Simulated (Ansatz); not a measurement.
## AlH3F− (SMILES [H][Al-]([H])([H])[F]): methods side by side

AlH3F−: 5 atoms, total charge -1, spin state singlet. As SMILES, `[H][Al-]([H])([H])[F]`. The shape comes from GFN2-xTB, which is rough for such elements, and wasn't checked as a minimum.

```csv
atom,x (Å),y (Å),z (Å)
Al,-0.0006,0.0002,-0.0375
F,0.0114,-0.0193,1.6579
H,1.5299,0.0115,-0.5503
H,-0.7746,1.3326,-0.5198
H,-0.7662,-1.3250,-0.5502
```

Each level gives the energy change with the Al1–H3 bond stretched from 1.614 to 4.035 Å (eV). The values are calculated.

```tsv
level	kind	program	value (eV)	less FCI/STO-3G	CPU time (all runs)
SVWN5/STO-3G (restricted)	LDA	Ansatz	5.71	-0.67	1.1 s
BLYP/STO-3G (restricted)	GGA	Ansatz	5.29	-1.09	1.6 s
revPBE/STO-3G (restricted)	GGA	Ansatz	5.32	-1.06	1.6 s
BHLYP/STO-3G (restricted)	global hybrid	Ansatz	6.90	+0.52	1.6 s
PBE0/STO-3G (restricted)	global hybrid	Ansatz	6.27	-0.11	1.6 s
HSE06/STO-3G (restricted)	range-separated hybrid	Ansatz	6.23	-0.15	2.1 s
RPA@PBE/STO-3G (restricted)	RPA	Ansatz	4.98	-1.40	2.5 s
CCSDTQ/STO-3G (restricted)	coupled cluster or CI	Ansatz	6.38	0.00	6 s
FCI/STO-3G	exact in the basis	Ansatz	6.38	0.00	0.84 s
```

FCI/STO-3G is exact within its basis and frozen core, so for wave-function methods in that basis the difference is their error; functionals converge differently with the basis, so for them it is only a difference. Sets without diffuse functions describe the anion poorly. The first shape isn't each level's own minimum. The values span 4.98 to 6.90 eV. All rows use very small basis sets, so even the best lies far from the true value. Times are those of the runs behind each value, whatever else they computed, on shared processors of several kinds: orders of magnitude only.
